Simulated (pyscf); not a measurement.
S=GaH + hydrogen (H₂) → HS–GaH₂, an addition across a multiple bond or ene-type step (singlet surface; H–H broken, H–S, Ga–H formed). PySCF, gas phase, ωB97X-D3(BJ)/def2-SVP geometries. Energies in kJ/mol from the separated reactants.

Small-basis levels: PySCF, no dispersion term, spherical d functions. AM1 to PM7: differences of heats of formation from MOPAC, which are fitted to 298 K values and so differ in kind from electronic energies by zero-point and thermal terms. 

```
level                   barrier  reaction energy
----------------------  -------  ---------------
HF/3-21G                  194.1            -95.6
BP86/6-31G*+LANL2DZ       125.5            -79.4
B3LYP/STO-3G              319.2            +22.9
B3LYP/3-21G               142.0            -81.2
M06-2X/6-31G*+LANL2DZ     145.8            -93.5
AM1                        86.1            -62.8
PM3                       136.1            +14.2
ωB97M-D3(BJ)/def2-TZVP    121.9            -95.9
```

Against the last row the barrier runs from -35.9 (AM1) to +197.3 kJ/mol (B3LYP/STO-3G). ωB97M-D3(BJ)/def2-TZVP has limits of its own. At the saddle there is also a short Ga–H contact that neither side keeps. S=GaH lies 54.1 kJ/mol over its isomer HS–Ga [singlet] (electronic energy, ωB97M-D3(BJ)/def2-TZVP). One saddle was located; it need not be the lowest between these sides. In the def2 sets elements up to Kr have no core potential.
